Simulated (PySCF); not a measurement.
# metaphosphate (po31-) (8ci,9ci) (PO3−): electronic excitations and core binding energies

What electronic excitations and core binding energies should metaphosphate (po31-) (8ci,9ci) (PO3−) (`O=P(=O)[O-]`) show?

Computed with PySCF 2.14.0, with density-fitted response routines of our own, on a single molecule in the gas phase. Atoms are numbered from 0 throughout.

### 1 Starting geometry

4 atoms, charge -1, multiplicity 1; geometry from: GFN2-xTB.

Bonds of the start (Å): O0–P1 1.48, P1–O2 1.48, P1–O3 1.48.

### 2 Excited states and response: PBE0/def2-SVPD

What the job is given:

```
{"job": {"kind": "uv", "xc": "PBE0", "basis": "def2-SVPD", "nstates": 8, "ntriplets": 3}, "charge": -1, "multiplicity": 1}
O     -0.727568    -1.288184    -0.007219
P      0.002607     0.001193    -0.005876
O     -0.749189     1.278103    -0.003155
O      1.484384     0.013661    -0.006604
```

Level: TDDFT PBE0/def2-SVPD, vertical, gas phase, core orbitals frozen in the response.

On the command line:

```sh
$ OMP_NUM_THREADS=1 python probes_run.py task.json out
```

The driver reads the jobs from task.json and runs them one after another.

Output:

```text
coarse grid: 4888 points
cycle   1  E = -566.1635228323  dE =  8.300e-01  |g| = 1.206e+00  |ddm| = 2.852e+00
cycle   2  E = -565.6721235598  dE =  4.914e-01  |g| = 1.995e+00  |ddm| = 2.608e+00
cycle   3  E = -566.4475175109  dE = -7.754e-01  |g| = 3.683e-02  |ddm| = 1.653e+00
cycle   4  E = -566.4478081509  dE = -2.906e-04  |g| = 2.031e-02  |ddm| = 7.520e-02
cycle   5  E = -566.4479062732  dE = -9.812e-05  |g| = 2.775e-03  |ddm| = 2.925e-02
cycle   6  E = -566.4479076585  dE = -1.385e-06  |g| = 6.665e-04  |ddm| = 2.545e-03
final grid: 45552 points
cycle   7  E = -566.5330225397  dE = -2.553e-06  |g| = 8.574e-03  |ddm| = 2.435e-02
cycle   8  E = -566.5330034967  dE =  1.904e-05  |g| = 1.332e-02  |ddm| = 1.540e-02
cycle   9  E = -566.5330361404  dE = -3.264e-05  |g| = 8.971e-04  |ddm| = 9.755e-03
cycle  10  E = -566.5330363030  dE = -1.626e-07  |g| = 3.108e-04  |ddm| = 1.175e-03
cycle  11  E = -566.5330363213  dE = -1.828e-08  |g| = 6.240e-05  |ddm| = 2.860e-04
cycle  12  E = -566.5330363221  dE = -7.894e-10  |g| = 3.229e-06  |ddm| = 5.356e-05
converged SCF energy = -566.5330363221

Static polarisability (au): isotropic 36.214, principal 28.587 40.026 40.030

Singlet excitations
state   eV       nm        f      main configurations
  1   4.9760    249.2   0.00000   H->L 0.98
  2   6.1847    200.5   0.00000   H->L+1 1.00
  3   6.2146    199.5   0.00000   H-1->L 0.97
  4   6.2150    199.5   0.00000   H-2->L 0.97
  5   6.8456    181.1   0.06000   H-3->L 0.95
  6   6.8459    181.1   0.06000   H-4->L 0.95
  7   7.7871    159.2   0.00000   H->L+4 0.95
  8   7.8747    157.4   0.00524   H->L+2 0.89

Triplet excitations (Tamm-Dancoff, eV): 4.7317 5.8177 5.9123
```

Wall time 4 s (1 thread of Intel Xeon Platinum 8375C at 2.90GHz, shared host); peak memory 0.36 GiB.

The orbitals next to the gap, with their largest atomic shares:

```tsv
orbital	eV	atoms
HOMO−3	-4.25	O3 40 %, O2 25 %, O0 21 %
HOMO−2	-3.74	O3 57 %, O0 18 %, P1 14 %
HOMO−1	-3.74	O2 46 %, O0 39 %, P1 14 %
HOMO	-2.45	O2 33 %, O0 33 %, O3 33 %
LUMO	4.04	P1 58 %, O3 14 %, O2 14 %
LUMO+1	5.83	P1 32 %, O3 23 %, O2 23 %
LUMO+2	6.61	O0 39 %, O2 37 %, O3 24 %
```

With each of the 8 states as a Gaussian band of 0.4 eV half-width at 1/e, the curve within the window shown has maxima at 181 nm (ε 4,900) L/(mol cm). Beyond the last state computed it falls off for lack of states. The curve at chosen wavelengths:

nm, ε (L/mol/cm) and a bar:
```
      152        121 #
      157        214 #
      162        233 #
      168        790 #####
      173       2422 ###############
      178       4354 ###########################
      183       4757 ##############################
      189       3037 ###################
      194       1418 #########
      199        493 ###
      204        134 #
      210         21 
      215          4 
      220          1 
      225          0 
      231          0 
      236          0 
      241          0 
      246          0 
      252          0 
      257          0 
      262          0 
      267          0 
      273          0 
      278          0 
      283          0
```

Leading natural transition orbitals of singlet state 6: the hole lies on O0, O2 about 39 % each; O3 17 %; the particle on P1 34 %; O0, O2, O3 about 22 % each.

Leading natural transition orbitals of singlet state 1: the hole lies on O0, O2, O3 about 33 % each; the particle on P1 34 %; O0, O2, O3 about 22 % each.

Ground-state properties from the same run:

```tsv
property	computed
polarisability (Å³)	5.37
HOMO–LUMO gap (eV)	6.49
−ε(HOMO) (eV)	2.45
```

Orbitals, density, ELF and potential are computed afterwards from the orbital file.

Frontier orbitals at PBE0/def2-SVPD, with the share of their density that lies nearest to each atom:

```tsv
orbital	energy (eV)	lies on
HOMO	-2.45	O0, O2, O3 about 33 % each
LUMO	4.04	P1 28 %; O0, O2, O3 about 24 % each
```

ELF in a plane through or near 4 of the atoms.

Values, 10 rows by 14 columns:
```
0.00 0.00 0.00 0.00 0.00 0.00 0.00 0.00 0.00 0.00 0.00 0.00 0.00 0.00
0.00 0.00 0.00 0.00 0.00 0.00 0.03 0.12 0.16 0.10 0.01 0.00 0.00 0.00
0.00 0.00 0.00 0.00 0.00 0.02 0.39 0.68 0.73 0.56 0.27 0.01 0.00 0.00
0.00 0.00 0.02 0.21 0.28 0.05 0.34 0.82 0.56 0.89 0.61 0.06 0.00 0.00
0.00 0.01 0.23 0.65 0.85 0.63 0.27 0.46 0.79 0.64 0.34 0.02 0.00 0.00
0.00 0.02 0.35 0.79 0.36 0.77 0.11 0.74 0.38 0.28 0.10 0.01 0.00 0.00
0.00 0.00 0.18 0.56 0.81 0.48 0.29 0.77 0.46 0.86 0.68 0.11 0.00 0.00
0.00 0.00 0.00 0.05 0.10 0.01 0.26 0.81 0.88 0.83 0.51 0.05 0.00 0.00
0.00 0.00 0.00 0.00 0.00 0.00 0.06 0.27 0.33 0.25 0.09 0.00 0.00 0.00
0.00 0.00 0.00 0.00 0.00 0.00 0.00 0.00 0.00 0.00 0.00 0.00 0.00 0.00
```
The map spans 8.2 Å across and 7.8 Å up, centred on the molecule. Atoms in the plane (x, y in Å): O0 (0.7, 1.3), P1 (0.0, 0.0), O2 (0.8, -1.2), O3 (-1.5, -0.1).

On the surface of density 0.002 e/bohr³ the electrostatic potential runs, from the 1st to the 99th percentile, from -5.90 V near O2 to -3.17 V near P1.

### 3 X-ray photoelectron lines: SCAN, X2C

What the job is given:

```
{"job": {"kind": "xps"}, "charge": -1, "multiplicity": 1}
O     -0.727568    -1.288184    -0.007219
P      0.002607     0.001193    -0.005876
O     -0.749189     1.278103    -0.003155
O      1.484384     0.013661    -0.006604
```

With the program's defaults for keys left out, this is: delta-SCF UKS SCAN, pcX-2 on the ionised atom, pcseg-1 elsewhere, spin-free X2C.

Output:

```text
ground state, core basis on atom 0 (O), 91 functions
  cycle   1  E = -567.65409192  |g| = 1.31e+00
  cycle   2  E = -566.90447765  |g| = 2.37e+00
  cycle   3  E = -567.95955455  |g| = 2.49e-01
  cycle   4  E = -567.96537965  |g| = 1.96e-01
  cycle   5  E = -567.97233443  |g| = 3.82e-02
  cycle   6  E = -567.97263348  |g| = 4.74e-03
  cycle   7  E = -567.97263468  |g| = 2.95e-03
  cycle   8  E = -567.97263725  |g| = 1.24e-03
  cycle   9  E = -567.97264029  |g| = 5.81e-05
  E(ground) = -568.00479315 Eh
hole in O 1s of atom 0
  cycle   1  E = -547.60285528  |g| = 2.23e+00
  cycle   2  E = -546.77177294  |g| = 2.42e+00
  cycle   3  E = -548.10911358  |g| = 8.98e-01
  cycle   4  E = -548.29864588  |g| = 5.79e-01
  cycle   5  E = -548.42672649  |g| = 6.92e-02
  cycle   6  E = -548.42835647  |g| = 2.49e-02
  cycle   7  E = -548.42840834  |g| = 2.26e-02
  cycle   8  E = -548.42861537  |g| = 4.17e-03
  cycle   9  E = -548.42862319  |g| = 5.83e-04
  cycle  10  E = -548.42862304  |g| = 1.45e-04
  E(ion) = -548.46294489 Eh   <S^2> = 0.7645   hole on atom = 1.000   binding energy = 531.761 eV
ground state, core basis on atom 1 (P), 102 functions
  cycle   1  E = -568.09402909  |g| = 3.49e-01
  cycle   2  E = -568.09180517  |g| = 1.31e-01
  cycle   3  E = -568.08291486  |g| = 2.45e-01
  cycle   4  E = -568.09478714  |g| = 3.30e-02
  cycle   5  E = -568.09496685  |g| = 1.11e-02
  cycle   6  E = -568.09499054  |g| = 1.06e-03
  cycle   7  E = -568.09499192  |g| = 1.03e-03
  cycle   8  E = -568.09498943  |g| = 2.44e-04
  E(ground) = -568.09974333 Eh
hole in P 1s of atom 1
  cycle   1  E = -488.07996082  |g| = 4.72e+00
  cycle   2  E = -487.78220961  |g| = 2.55e+00
  cycle   3  E = -487.86686535  |g| = 1.75e+00
  cycle   4  E = -489.13145423  |g| = 3.51e-01
  cycle   5  E = -489.17022870  |g| = 8.88e-02
  cycle   6  E = -489.17321211  |g| = 1.52e-02
  cycle   7  E = -489.17326278  |g| = 7.34e-03
  cycle   8  E = -489.17325762  |g| = 7.98e-03
  cycle   9  E = -489.17328426  |g| = 2.48e-04
  cycle  10  E = -489.17328476  |g| = 1.07e-04
  E(ion) = -489.17935508 Eh   <S^2> = 0.7521   hole on atom = 1.000   binding energy = 2147.533 eV
hole in P 2p of atom 1
  cycle   1  E = -562.81864435  |g| = 1.39e+00
  cycle   2  E = -562.33766541  |g| = 1.64e+00
  cycle   3  E = -562.97127179  |g| = 7.12e-01
  cycle   4  E = -563.16458998  |g| = 9.98e-02
  cycle   5  E = -563.16731967  |g| = 2.97e-02
  cycle   6  E = -563.16754441  |g| = 1.98e-02
  cycle   7  E = -563.16750084  |g| = 2.26e-02
  cycle   8  E = -563.16771849  |g| = 1.40e-03
  cycle   9  E = -563.16772257  |g| = 5.19e-04
  cycle  10  E = -563.16772329  |g| = 8.42e-04
  cycle  11  E = -563.16772383  |g| = 1.70e-04
  E(ion) = -563.18449218 Eh   <S^2> = 0.7570   hole on atom = 1.002   binding energy = 133.751 eV
  2p3/2 = 133.343 eV   2p1/2 = 134.241 eV
```

Run time: 4.2 s. Hardware: 1 thread of Intel Xeon Platinum 8375C at 2.90GHz, shared host; peak memory 0.37 GiB.

Binding energies by hole, beside the orbital energy of the ground state; the difference holds orbital relaxation and, for a density functional, its self-interaction error:

```tsv
hole	stands for	environment	ΔSCF (eV; 2p as the shell's mean)	−ε (eV)	⟨S²⟩
O1s on O0	O0, O2, O3	oxygen of a delocalised unit	531.76	510.2	0.765
P1s on P1	P1	phosphorus bonded to 3 O	2147.53	2088.8	0.752
P2p on P1	P1	phosphorus bonded to 3 O	133.64	121.6	0.757
```

Each hole run stands for the others of its class of like atoms.

With the spin-orbit splitting: P1 2p3/2 133.34, 2p1/2 134.24 eV. The table gives each 2p level as the mean over the whole 2p shell (two parts 2p3/2, one part 2p1/2), which differs a little from the single hole in the log.

### 4 Outcome

| quantity | value |
| --- | --- |
| lowest singlet (PBE0/def2-SVPD) | 4.98 eV (249 nm), f = 0.000 |
| brightest single state of those computed | state 5, 6.85 eV, f = 0.060 |
| lowest triplet | 4.73 eV |
| O1s binding energies, SCAN/pcX-2 | O0 531.76 eV |
| P1s binding energies, SCAN/pcX-2 | P1 2147.53 eV |
| P2p binding energies, SCAN/pcX-2 | P1 133.64 eV |

What this shows: The lowest singlet, at 4.98 eV, is HOMO→LUMO 0.98 and is dark; of the 8 states computed, the strongest absorption comes from states 5 to 6 together at 6.85 eV. The lowest triplet lies 0.24 eV below the lowest singlet (triplets in Tamm-Dancoff, singlets in full TDDFT). The lowest singlet lies above −ε(HOMO); no detachment energy was computed, so the anion's states may not be bound.
